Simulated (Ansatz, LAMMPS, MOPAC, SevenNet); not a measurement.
## Ladder of methods for the lattice constant a of zinc-blende HgS (metastable phase)

Reference value: 5.841 Å (measured, 295 K, not corrected to a static lattice; as tabulated in Cardona et al. (2009), arXiv:0908.2634).

```tsv
level (code)	value (Å)
Stillinger–Weber CdTeZnSeHgS0.sw (LAMMPS)	5.858
AM1 semi-empirical Hartree-Fock (MOPAC)	5.801
SevenNet-0	6.010
LDA (Ansatz)	5.812
PBE (Ansatz)	___
PBEsol-D3(BJ) (Ansatz)	5.818
B3LYP (VWN-RPA form) (Ansatz)	___
```

Q: Some entries are withheld; supply them.

A: 
- PBE (Ansatz, a first-principles code), value (Å): 5.991
- B3LYP (VWN-RPA form) (Ansatz), value (Å): 6.039

Differences against the reference: Stillinger–Weber CdTeZnSeHgS0.sw +0.29 %, AM1 semi-empirical Hartree-Fock (MOPAC) -0.68 %, SevenNet-0 +2.89 %, LDA -0.50 %, PBE +2.57 %, PBEsol-D3(BJ) -0.39 %, B3LYP (VWN-RPA form) +3.39 %.

Leaving aside Stillinger–Weber CdTeZnSeHgS0.sw (doubt noted below): The reference is not for a static lattice or low temperature, so close values are not ranked against it. Off by more than 1.25 %, or 1.75 % on the side where a correction would as a rule narrow the miss (bounds picked here): B3LYP (VWN-RPA form) (+3.39 %), SevenNet-0 (+2.89 %), PBE (+2.57 %).

The measured value isn't corrected to a static lattice, so vibrations enter the comparison. A static lattice is as a rule a little smaller than the measured one.  Density-functional levels without +SOC have no spin–orbit coupling. Stillinger–Weber CdTeZnSeHgS0.sw: the potential file covers more elements than this solid holds. AM1 semi-empirical Hartree-Fock (MOPAC): the method was fitted mainly to molecules. AM1 semi-empirical Hartree-Fock (MOPAC): the run uses a supercell at the zone centre in place of a k mesh. B3LYP (VWN-RPA form): the cell is over a tenth larger than the published one: the level's own overestimate first of all, though another phase or state, or a fault of the published cell, is possible. Cutoffs and k meshes differ between the levels. Ansatz's density-functional and Hartree–Fock values are scalar-relativistic unless marked +SOC, with PAW data made under PBE.

Empirical potentials (Stillinger–Weber CdTeZnSeHgS0.sw) are fitted to chosen data: where that held the value shown, agreement is built in, and what lay outside the fit can be far off. Machine-learned potentials (SevenNet-0) are trained on DFT data: a solid inside that data is no test of them.

Differences are worked out from the printed values.
